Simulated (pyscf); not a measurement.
Thermochemistry of product channels of H₃C–Si:–CH₃ [singlet] on the singlet surface, in eV, from ωB97M-D3(BJ)/def2-TZVP energies (ideal gas, 1 atm, RRHO with modes under 100 cm⁻¹ raised to 100, one conformer, R ln 2 for chiral ones without a mode under 150 cm⁻¹). Structures and frequencies: ωB97X-D3(BJ)/def2-SVP in PySCF.

| products | ΔE | ΔH(298 K) | ΔG(298 K) | ΔG(900 K) |
|---|---|---|---|---|
| cyclic C₂H₄Si (SMILES C1C[Si]1) [singlet] + hydrogen (H₂) | … | +1.59 | +1.29 | … |
| H₂C=SiH–CH₃ | 0.00 | -0.05 | -0.03 | 0.00 |

Problem. Some entries are withheld; supply them.

Solution. 
- cyclic C₂H₄Si (SMILES C1C[Si]1) [singlet] + hydrogen (H₂), ΔE: +1.81
- cyclic C₂H₄Si (SMILES C1C[Si]1) [singlet] + hydrogen (H₂), ΔG(900 K): +0.69

These are energies of the channels, which say nothing of barriers. H₃C–Si:–CH₃ [singlet] lies 0.32 eV over its isomer H₂C=CH–SiH₃ (electronic energy, ωB97M-D3(BJ)). cyclic C₂H₄Si (SMILES C1C[Si]1) [singlet] lies 0.28 eV over its isomer HC≡C–SiH₃ (electronic energy, ωB97M-D3(BJ)).
